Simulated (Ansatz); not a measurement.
Crystal: Ir2O5, cubic X2O5 type, 14 atoms in the cell.

Space group Pn-3m, simple cubic cell, positions in fractions of the edge: Ir (0 0 0), (0.5 0.5 0), (0.5 0 0.5), (0 0.5 0.5); O (0.5 0 0), (0 0.5 0), (0 0 0.5), (0.5 0.5 0.5), (0.75 0.75 0.25), (0.75 0.25 0.75), (0.25 0.75 0.75), (0.75 0.25 0.25), (0.25 0.75 0.25), (0.25 0.25 0.75).

These are results of PBE, plane waves, PAW datasets (generated soft set 1) (Ansatz 0.2.0 development build), not measurements.

Cutoff 420 eV; k-mesh 22×22×22 Γ-centred; Fermi–Dirac smearing of 0.0612 eV; no spin polarisation; no spin–orbit coupling.

**Question.** What equilibrium volume, lattice constant and bulk modulus does this give?

**Answer.** V₀ = 9.349 Å³/atom (a₀ = 5.077 Å), B₀ = 242 GPa, B₀′ = 4.76. The points behind the fit:

```tsv
V (Å³/atom)	a (Å)	E − E(min) (meV/atom)	P (GPa)
8.794	4.9748	28.01	17.14
8.981	5.0098	11.83	10.70
9.168	5.0444	2.74	4.96
9.355	5.0784	0.00	-0.16
9.543	5.1121	2.89	-4.72
9.730	5.1453	10.82	-8.78
9.917	5.1780	23.21	-12.39
```

The published all-electron PBE values for this crystal (mean of FLEUR and WIEN2k, k-spacing 0.06 Å⁻¹; Bosoni et al., Nat. Rev. Phys. 6, 45 (2024)) are V₀ = 9.349 Å³/atom, B₀ = 242.7 GPa, B₀′ = 4.78.

The stress includes the program's correction for the finite plane-wave basis.

This cubic structure is a model: it isn't the usual form of the substance at ambient conditions, and such phases are metastable or hypothetical. Spin polarisation is left out, and a magnetic state may lie lower.
